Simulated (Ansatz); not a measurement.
The input, for Ansatz 0.2.0:

```yaml
crystal:
  periodic: [false, false, false]
  atoms:
    - {symbol: Al, position_ang: [0.000000, 0.000000, 4.108012]}
    - {symbol: O, position_ang: [0.000000, 0.000000, -1.578988]}
    - {symbol: H, position_ang: [0.000000, 0.000000, -2.529024]}
basis:
  gaussian: {orbitals: "6-31++G**"}
correlation: {active_space: {ras: {orbitals: [11, 0, 37], electrons: 22, max_holes: 2, max_particles: 2}, fixed_orbitals: true}}
output: {forces: true}
```

```sh
$ ansatz run in.yaml --threads 1 --pin off --events-out ev --progress --plain --max-ram 2393MiB
```

Output:

```
403 factors; integrals over basis functions are off by at most 1.4e-3 eV
mean field evaluation 1: about -8624.7454 eV, gradient 4.9e1 eV
mean field evaluation 2: about -8624.7465 eV, gradient 4.9e1 eV
mean field evaluation 4: about -8627.0395 eV, gradient 3.4e1 eV
mean field evaluation 8: about -8629.6846 eV, gradient 1.6e-1 eV
mean field evaluation 16: about -8629.6872 eV, gradient 9.9e-5 eV
mean field evaluation 32: about -8629.6863 eV, gradient 1.3e-1 eV
mean field -8629.68715654 eV, -317.1351535910 hartree, gradient 2.1e-6 eV, S^2 0.000000; 6 other end points of the search recorded, 0 dependent functions left out
reference -8629.68715654 eV, -317.1351535910 hartree; 11, 11 occupied and 37, 37 virtual orbitals, 403 factors
state -8636.44283424 eV, -317.3834201671 hartree
the calculation of the forces begins
Total energy: -8636.44283424 eV, -317.3834201671 hartree
Atom 0 at     0.000000     0.000000     4.108012 Å, force    -0.000000     0.000000    -0.480422 eV/Å
Atom 1 at     0.000000     0.000000    -1.578988 Å, force    -0.000000     0.000000     1.041919 eV/Å
Atom 2 at     0.000000     0.000000    -2.529024 Å, force     0.000000    -0.000000    -0.561497 eV/Å
Dipole moment:     0.000000    -0.000000     4.586224 e Å
```

Natural occupations: 2.0000 1.9999 1.9997 1.9994 1.9994 1.9994 1.9847 1.9673 1.9669 1.9669 1.9414 0.0265 0.0265 0.0243 0.0182 0.0173 0.0173 0.0122 0.0054 0.0044 0.0044 0.0040 0.0040 0.0015.

Forces (eV/Å):
```
Al   0.000  0.000 -0.480
O    0.000  0.000  1.042
H    0.000  0.000 -0.561
```

Ran on 1 thread of Arm Neoverse V1, shared host: 9.5 s wall, 0.23 GiB peak host memory.
